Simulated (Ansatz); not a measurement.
We consider cubic perovskite SrTiO3 (cubic form, which distorts at low temperature), described by r²SCAN0 (Ansatz, an electronic-structure program, plane waves, PAW).

Numerical settings: plane-wave cutoff 520 eV, 6×6×6 k mesh, Fermi–Dirac smearing 0.01 eV, no spin polarisation, scalar-relativistic PAW data made under PBE.

The cell has the measured lattice: a = b = c = 3.9050 Å, α = β = γ = 90.00°.

**Question.** Give the computed band gap and smallest direct gap on the k points sampled.

**Answer.** 
band gap: 4.40 eV (on the SCF k mesh)
smallest direct gap on the k points sampled: 4.76 eV

Measured, for comparison: band gap 3.59 eV (zero-point renormalisation of 336 meV (experimental, the table's column) added back here, indirect; inputs from Miglio et al. (2020), arXiv:2011.12765).

Note: cell and atoms aren't relaxed at this level (pressure -3.8 GPa).

Spin–orbit coupling is not included.

It cost very roughly 4 core-minutes of CPU time.
